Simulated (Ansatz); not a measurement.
```yaml
atoms:
  - { symbol: F, position_ang: [0.7100, 0.0000, 3.3000] }
  - { symbol: F, position_ang: [-0.7100, 0.0000, 3.3000] }
  - { symbol: F, position_ang: [0.7100, 0.0000, 0.0000] }
  - { symbol: F, position_ang: [-0.7100, 0.0000, 0.0000] }
```

RHF on singlet F4 in separate pieces was run in several spherical basis sets with Ansatz (development build ahead of 0.2.0).

(1) Rank the basis sets by the total energy that they give, lowest first, with the distance from the lowest.
A. cc-pVDZ
B. 6-31G
C. def2-SVP

Answers

(1) A (0.00 eV), B (2.11 eV), C (9.75 eV).

Totals follow the description of the cores as much as that of the bonds, so this order isn't one of quality for chemistry.
